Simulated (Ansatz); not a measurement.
Ansatz (a quantum-chemistry and plane-wave program) input (PBE0/def2-QZVPP):
A basis named .json is the Basis Set Exchange file of that set.

Ansatz 0.2 input:
```yaml
crystal:
  periodic: [false, false, false]
  atoms:
    - {symbol: C, position_ang: [-0.00000000, -0.00000000, -0.63123354]}
    - {symbol: N, position_ang: [0.00000000, 0.00000000, 0.54105732]}
basis:
  gaussian:
    orbitals: def2-QZVPP.json
hamiltonian:
  xc: {name: PBE0}
total_charge: 1
```

Output:

```
Functional definition: PBE0
integrals: 0.01 GiB planned
338 factors; their error is unknown
mean field: 0.23 GiB planned
mean field evaluation 1: about -2487.6227 eV, gradient 9.5e1 eV
mean field evaluation 2: about -2382.6695 eV, gradient 2.0e2 eV
mean field evaluation 4: about -2504.8551 eV, gradient 2.0e1 eV
mean field evaluation 8: about -2505.6115 eV, gradient 4.2e-2 eV
mean field evaluation 16: about -2504.1513 eV, gradient 1.7e1 eV
mean field -2505.61378798 eV, -92.0796083423 hartree, gradient 6.0e-5 eV, S^2 0.000000; 1 other end points of the search recorded, 0 dependent functions left out
reference -2505.61380556 eV, -92.0796089884 hartree; 6, 6 occupied and 108, 108 virtual orbitals, 338 factors
Total energy: -2505.61380556 eV, -92.0796089884 hartree
```
